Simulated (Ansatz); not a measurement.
# BH5O: the cost of one run

Method: RKS PBE-D4/def2-SVP, in Ansatz 0.2.0.

## Step 1: The system as given

Bond lengths: B1–O2 1.760 Å, O2–H3 1.010 Å, B1–H4 1.190 Å, B1–H5 1.190 Å. Angles: B1–O2–H3 109.5°, O2–B1–H4 120.0°, O2–B1–H5 120.0°, H4–B1–H5 120.0°.

As a file:

```xyz
7

B     0.0000    0.0000    0.0000
O     0.0000    0.0000    1.7600
H    -0.9095   -0.2814    2.0971
H     1.0305    0.0000   -0.5950
H    -1.0305    0.0000   -0.5950
H     0.0668    1.4124    0.4698
H     0.0544    1.1498    1.3187
```

## Step 2: Pulling towards end A

Springs on the bonds that form and break draw the guess towards this end; the thresholds are loose.

The input, input.yaml:

```yaml
crystal:
  periodic: [false, false, false]
  atoms:
    - { symbol: B, position_ang: [0.0, 0.0, 0.0] }
    - { symbol: O, position_ang: [0.0, 0.0, 1.76] }
    - { symbol: H, position_ang: [-0.9095, -0.2814, 2.0971] }
    - { symbol: H, position_ang: [1.0305, 0.0, -0.595] }
    - { symbol: H, position_ang: [-1.0305, 0.0, -0.595] }
    - { symbol: H, position_ang: [0.0668, 1.4124, 0.4698] }
    - { symbol: H, position_ang: [0.0544, 1.1498, 1.3187] }
basis:
  gaussian: { orbitals: def2-SVP }
hamiltonian:
  xc: pbe
  dispersion: d4
relax:
  f_tol: 0.15
  max_steps: 25
  restrain:
    - { distance: [0, 5], at: 2.39, k: 30.0 }
    - { distance: [6, 1], at: 2.21, k: 30.0 }
    - { distance: [0, 1], at: 1.41, k: 30.0 }
    - { distance: [6, 5], at: 0.66, k: 30.0 }
```

On the command line:

```
ansatz run input.yaml --threads 1 --pin off --max-ram 2048MiB --backend cpu --events-out ev --progress --plain --runs-dir out
```

What time and memory should one allow on 1 thread of Arm Neoverse V1, shared host?

About 9.8 s, with a peak of 0.1 GiB.
